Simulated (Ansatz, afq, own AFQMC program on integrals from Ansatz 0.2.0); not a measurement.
BH3 + H, doublet: a scan with AFQMC

```xyz
5

B    -0.1512    0.0000    0.0000
H    -0.7479    1.0336    0.0000
H    -0.7479   -1.0336    0.0000
H     1.0423    0.0000    0.0000
H     2.0748    0.0000    0.0000
```

A hydrogen atom is moved from one rigid fragment to the other; the B1–H4 distance tells how far. The two fragments are held close together, so this isn't a minimum-energy path and the start is a compressed complex. Energies in kJ/mol count from this geometry (1.194 Å) at the same level; the start stands on UHF, each point on the determinant named.

Basis cc-pVTZ. Only valence electrons are correlated. Integrals, coupled cluster, full CI and functionals: Ansatz 0.2.0; the random walks run on the same integrals in our own AFQMC program. The CISD trial takes its coefficients from CCSD amplitudes. Released means that phaseless walkers are propagated on without the constraint, phases kept. ± is one standard error of the sampling.

```
r(B1–H4) / Å  det.     T1  weight  ⟨S²⟩    HF  r2SCAN  CCSD(T)
       1.276   UHF  0.012    0.93  0.77   6.6    -1.3      1.3
       1.317   UHF  0.012    0.93  0.77  11.1     0.2      3.7
       1.358   UHF  0.012    0.93  0.77  15.5     2.7      6.7
       1.399   UHF  0.012    0.93  0.77  19.7     6.1     10.2
       1.481   UHF  0.012    0.93  0.77  29.2    18.0     20.8
```

(1) Estimate the curve of CCSDT(Q), counted from the same start.

Answers

(1) 
| r(B1–H4) / Å | det. | T1 | weight | ⟨S²⟩ | CCSDT(Q) | ph-AFQMC/CISD | released AFQMC |
| --- | --- | --- | --- | --- | --- | --- | --- |
| 1.276 | UHF | 0.012 | 0.93 | 0.77 | 1.2 | 1.3 ± 0.3 | 1.2 ± 0.3 |
| 1.317 | UHF | 0.012 | 0.93 | 0.77 | 3.6 | 4.0 ± 0.3 | 3.6 ± 0.3 |
| 1.358 | UHF | 0.012 | 0.93 | 0.77 | 6.5 | 7.0 ± 0.3 | 6.8 ± 0.3 |
| 1.399 | UHF | 0.012 | 0.93 | 0.77 | 10.0 | 10.3 ± 0.3 | 9.9 ± 0.3 |
| 1.481 | UHF | 0.012 | 0.93 | 0.77 | 20.6 | 20.8 ± 0.2 | – |

Weight is that of the determinant in the CISD state; at the start T1 is 0.011 and the weight 0.93, and ⟨S²⟩ is 0.76. A dash marks a missing value, a released energy that hasn't settled or a functional that sits on another state. Largest departures from CCSDT(Q), at the points where its series has closed: CCSD(T) 0.2 kJ/mol at 1.399 (on UHF), ph-AFQMC/CISD 0.5 kJ/mol at 1.358 (on UHF) (within the noise), released AFQMC 0.3 kJ/mol at 1.358 (on UHF) (within the noise), HF 9.7 kJ/mol at 1.399 (on UHF), r2SCAN -3.8 kJ/mol at 1.399. Functionals count only at points shown to share the start's state and spin.

CCSDT and higher add their correlation energy to the determinant of the CCSD(T) run, since their own runs factorise the integrals more tightly (a shift of under 2 meV). A walk keeps the symmetry of its determinant, which the program's search chose and which needn't be the lowest solution, so a lower state of the same spin and another symmetry isn't excluded. Released energies are given only where the last usable release times agree within the noise; a slower fall can still hide under it.
